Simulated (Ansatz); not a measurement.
Cartesian coordinates in Å:
```
C 0.847 -0.817 0.303
C 0.479 0.637 0.233
F -0.210 0.986 1.377
S -0.447 1.138 -1.240
S -2.006 -0.171 -1.320
H -0.051 -1.436 0.286
H 1.479 -1.087 -0.544
H 1.391 -1.009 1.230
H 1.368 1.279 0.176
H -2.851 0.482 -0.499
```

Charge 0, multiplicity 1.

(1) List the B3LYP/def2-TZVPP orbital energies in eV (the Gaussian-basis code of Ansatz). (Best estimate.)

Results:

(1) Computed: Occupied: -2418.69, -2418.65, -671.54, -279.94, -277.04, -216.63, -216.59, -161.21, -161.19, -161.11, -161.07, -160.96, -160.91, -32.98, -22.71, -20.95, -18.77, -16.56, -14.40, -13.36, -13.05, -11.86, -11.28, -10.98, -10.24, -9.59, -9.34, -7.35, -7.10. Lowest empty: -0.94, 0.20, 0.86, 1.21, 1.89, 2.47, 2.88, 3.24.

B3LYP here is the variant with VWN-RPA as its local correlation; programs differ in this.
